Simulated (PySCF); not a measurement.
# Optical rotation: SMILES F[C@@H]1SC[C@@H]1F, C₃H₄F₂S

Geometry:
| atom | x (Å) | y (Å) | z (Å) |
| --- | --- | --- | --- |
| F1 | 0.857 | -0.194 | -1.885 |
| C2 | 1.027 | -0.151 | -0.540 |
| S3 | 0.414 | -1.669 | 0.283 |
| C4 | -0.962 | -0.480 | 0.521 |
| C5 | -0.043 | 0.688 | 0.178 |
| F6 | -0.612 | 1.664 | -0.585 |
| H7 | 2.075 | 0.089 | -0.348 |
| H8 | -1.733 | -0.634 | -0.232 |
| H9 | -1.389 | -0.484 | 1.520 |
| H10 | 0.375 | 1.175 | 1.066 |

Level of theory: PySCF, TDDFT wB97X-D/aug-cc-pVDZ circular dichroism and optical rotation, one conformer, gas phase. Geometry: GFN2-xTB.

Stereocentres: C2 R, C5 S.

(1) Give the optical rotatory dispersion at 633, 589.3, 546, 436, 405, 365, 355 nm.

(2) And for the mirror image at 589.3 nm?

(3) What is the molar rotation [Φ] = [α]·M/100 of the geometry above at 589.3 nm?

Results:

(1) [α] in deg dm⁻¹ (g/mL)⁻¹:
| λ (nm) | origin-invariant length gauge | modified velocity gauge | length gauge (centre of mass) | isotropic polarisability (au) |
| --- | --- | --- | --- | --- |
| 633 | -133.6 | -139.6 | -135.1 | 57.0 |
| 589.3 | -157.0 | -164.2 | -158.8 | 57.2 |
| 546 | -187.2 | -195.9 | -189.3 | 57.5 |
| 436 | -324.1 | -340.4 | -327.5 | 58.5 |
| 405 | -393.6 | -414.2 | -397.6 | 59.0 |
| 365 | -527.6 | -557.3 | -532.8 | 59.8 |
| 355 | -573.4 | -606.5 | -579.0 | 60.0 |

(2) +157.0 deg dm⁻¹ (g/mL)⁻¹ (origin-invariant length gauge): the same size and the opposite sign.

(3) With M = 110.12 g/mol, -172.9 deg cm² dmol⁻¹ (origin-invariant length gauge).

The first excitation lies at 5.15 eV (241 nm) with R = -3.9 × 10⁻⁴⁰ esu² cm² (velocity form).
